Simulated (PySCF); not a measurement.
Molecule (SMILES): C (CH4).
Geometry (B3LYP-D3(BJ)/def2-TZVP, fixed):
```
C
H 1 1.0892
H 1 1.0892 2 109.47
H 1 1.0892 2 109.47 3 120.00
H 1 1.0892 2 109.47 3 -120.00
```
Charge 0, spin multiplicity 1.

Basis-set convergence of the lowest singlet excitation energy at PBE0 with PySCF. Tamm-Dancoff approximation; the state is taken by its order, and sets in which it differs in degeneracy or brightness are left out, yet its character can still change. All functions are spherical. Density fitting with generated auxiliary sets. No added dispersion term, no relativity. Reference: the value in d-aug-cc-pVTZ, 9.820 eV, itself unsure by roughly 0.027 eV (its mean distance from aug-pcseg-2, aug-cc-pVTZ). Deviations are taken from unrounded values. Cost is core time over that of aug-pcseg-1, rough, on shared machines of one kind; a dash marks a row that isn't timed (too short, read off another run, short of memory, by another algorithm or on other hardware).

```json
[
 {"basis": "pcseg-1", "functions": "34", "cost": "-"},
 {"basis": "aug-pcseg-1", "functions": "59", "cost": "1×"},
 {"basis": "pcseg-2", "functions": "86", "cost": "2×"},
 {"basis": "aug-pcseg-2", "functions": "138", "cost": "5×"},
 {"basis": "pcseg-3", "functions": "192", "cost": "10×"}
]
```

### Question
Which is the smallest pcseg set listed that can be trusted to 0.2 eV here, that is, within that of the reference together with its larger relatives (same family, alike in diffuse functions; a set with none to test it counts only in the reference's own line)?

### Answer
The smallest set listed that lies within 0.2 eV of the reference with all its larger relatives (same family, alike in diffuse functions; a set with none counts only in the reference's own line) is aug-pcseg-1 (59 functions, 1× in cost, 0.034 eV off). Value minus reference: pcseg-1 1.570, aug-pcseg-1 0.034, pcseg-2 0.622, aug-pcseg-2 0.022, pcseg-3 0.340 eV.
